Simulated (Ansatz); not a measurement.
# C2H3O2: the cost of one run

Method: UKS PBE/def2-SVP, in Ansatz 0.2.0.

**1. The structure to begin with**

Bond lengths: C1–C2 1.461 Å, C2–O3 1.234 Å, C2–O4 1.224 Å, C1–H5 1.147 Å, C1–H6 1.133 Å, C1–H7 1.107 Å. Angles: C1–C2–O3 113.7°, C1–C2–O4 117.6°, O3–C2–O4 128.7°, C2–C1–H5 112.4°, C2–C1–H6 112.6°, C2–C1–H7 113.8°, H5–C1–H6 104.0°, H5–C1–H7 106.6°, H6–C1–H7 106.7°.

As a file:

```xyz
7

C    -0.1577    0.5367   -0.1517
C     0.2568   -0.8171    0.2105
O     1.0707   -0.8548    1.1371
O    -0.1768   -1.7416   -0.4644
H    -0.9312    0.5458   -0.9985
H    -0.6764    1.0756    0.6997
H     0.6758    1.1873   -0.4784
```

**2. End point A**

Contents of input.yaml:

```yaml
crystal:
  periodic: [false, false, false]
  atoms:
    - { symbol: C, position_ang: [-0.1577, 0.5367, -0.1517] }
    - { symbol: C, position_ang: [0.2568, -0.8171, 0.2105] }
    - { symbol: O, position_ang: [1.0707, -0.8548, 1.1371] }
    - { symbol: O, position_ang: [-0.1768, -1.7416, -0.4644] }
    - { symbol: H, position_ang: [-0.9312, 0.5458, -0.9985] }
    - { symbol: H, position_ang: [-0.6764, 1.0756, 0.6997] }
    - { symbol: H, position_ang: [0.6758, 1.1873, -0.4784] }
magnetization:
  spin_polarized: true
  initial_magnetization: 1
basis:
  gaussian: { orbitals: def2-SVP }
hamiltonian:
  xc: pbe
relax:
  f_tol: 0.015
  max_steps: 40
```

On the command line:

```
$ ansatz run input.yaml --threads 1 --pin off --max-ram 2048MiB --backend cpu --events-out ev --progress --plain --runs-dir out
```

Q: Estimate wall time and peak memory on 1 thread of an Arm CPU, shared host.

About 30 s, with a peak of 0.14 GiB.
